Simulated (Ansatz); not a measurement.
# CH8OSi: the cost of one run

All numbers below are computed with Ansatz 0.2.0 (RKS PBE0-D4/6-31G*).

1 further run of the same task is left out (it didn't finish).

## (1) The structure to begin with

Bond lengths: Si1–O2 2.030 Å, O2–C3 1.420 Å, C3–H4 1.110 Å, C3–H5 1.110 Å, C3–H6 1.110 Å, Si1–H7 1.460 Å, Si1–H8 1.459 Å, Si1–H9 1.459 Å. Angles: Si1–O2–C3 125.0°, O2–Si1–H7 109.5°, O2–Si1–H8 109.5°, O2–Si1–H9 109.5°, H7–Si1–H8 109.5°, H7–Si1–H9 109.5°, H8–Si1–H9 109.5°, O2–C3–H4 109.5°, O2–C3–H5 109.5°, O2–C3–H6 109.5°, H4–C3–H5 109.4°, H4–C3–H6 109.4°, H5–C3–H6 109.4°.

As a file:

```xyz
11

Si    0.0000    0.0000    0.0000
O     0.0000    0.0000    2.0300
C    -1.1112   -0.3437    2.8445
H    -1.8140   -0.9775    2.2643
H    -0.7584   -0.9037    3.7356
H    -1.6313    0.5809    3.1712
H     1.3768    0.0000   -0.4862
H    -0.6877    1.1914   -0.4862
H    -0.6877   -1.1914   -0.4862
H     0.9186   -1.3949    0.5550
H     0.7199   -1.0931    1.4744
```

## (2) A restrained relaxation towards end A

Springs on the bonds that form and break draw the guess towards this end; the thresholds are loose.

The input, input.yaml:

```yaml
crystal:
  periodic: [false, false, false]
  atoms:
    - { symbol: Si, position_ang: [0.0, 0.0, 0.0] }
    - { symbol: O, position_ang: [0.0, 0.0, 2.03] }
    - { symbol: C, position_ang: [-1.1112, -0.3437, 2.8445] }
    - { symbol: H, position_ang: [-1.814, -0.9775, 2.2643] }
    - { symbol: H, position_ang: [-0.7584, -0.9037, 3.7356] }
    - { symbol: H, position_ang: [-1.6313, 0.5809, 3.1712] }
    - { symbol: H, position_ang: [1.3768, 0.0, -0.4862] }
    - { symbol: H, position_ang: [-0.6877, 1.1914, -0.4862] }
    - { symbol: H, position_ang: [-0.6877, -1.1914, -0.4862] }
    - { symbol: H, position_ang: [0.9186, -1.3949, 0.555] }
    - { symbol: H, position_ang: [0.7199, -1.0931, 1.4744] }
basis:
  gaussian: { orbitals: "6-31G*" }
hamiltonian:
  xc: pbe0
  dispersion: d4
relax:
  f_tol: 0.15
  max_steps: 25
  restrain:
    - { distance: [0, 9], at: 2.66, k: 30.0 }
    - { distance: [10, 1], at: 2.21, k: 30.0 }
    - { distance: [0, 1], at: 1.68, k: 30.0 }
    - { distance: [10, 9], at: 0.66, k: 30.0 }
output:
  orbitals: {}
```

Run with:

```console
$ ansatz run input.yaml --threads 1 --pin off --max-ram 2048MiB --backend cpu --events-out ev --progress --plain --runs-dir out
```

Q: Estimate wall time and peak memory on 1 thread of Arm Neoverse V2, shared host.

About 34 s, with a peak of 0.14 GiB.
